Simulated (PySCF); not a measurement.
Molecule: SMILES C#CC1(F)CC1, C5H5F.

Bonds (- single, = double, # triple, : aromatic): C1#C2, C2-C3, C3-F4, C3-C5, C5-C6, C6-C3. C1 carries H7; C5 carries H8, H9; C6 carries H10, H11.

Frames of a GFN2-xTB Langevin trajectory at 300 K; GIAO PBE0/pcSseg-1 shieldings in PySCF 2.14, gas phase, non-relativistic; equivalent atoms averaged within each frame.

Shifts are taken against calculated references (same method and geometry level): 13C (σref 186.93), 1H (σref 31.72) vs TMS; 19F (σref 170.95) vs CFCl3. The references are static minima.

**Question.** How do the shifts (ppm) fluctuate along the trajectory?

**Answer.** 
```tsv
time (fs)	C1	C2	C3	C5/C6	F4	H8/H11	H7	H9/H10
250	93.3	86.5	75.2	25.6	-164.5	2.42	1.44	0.54
425	86.6	88.0	69.4	21.0	-216.7	1.69	4.09	1.25
625	89.6	84.8	71.7	20.3	-195.3	1.31	1.77	1.48
800	81.4	88.1	69.2	17.6	-203.3	2.00	3.35	0.11
1000	91.7	88.4	67.0	20.9	-209.6	1.66	0.75	1.27
mean of frames	88.5	87.1	70.5	21.1	-197.9	1.82	2.28	0.93
standard deviation	4.7	1.5	3.1	2.9	20.2	0.42	1.39	0.58
```

5 frames give an uncertainty of the mean of about the standard deviation over 2.2 at best, since frames this close in time may not be independent; classical motion lacks zero-point vibration, and the reference would need the same averaging.
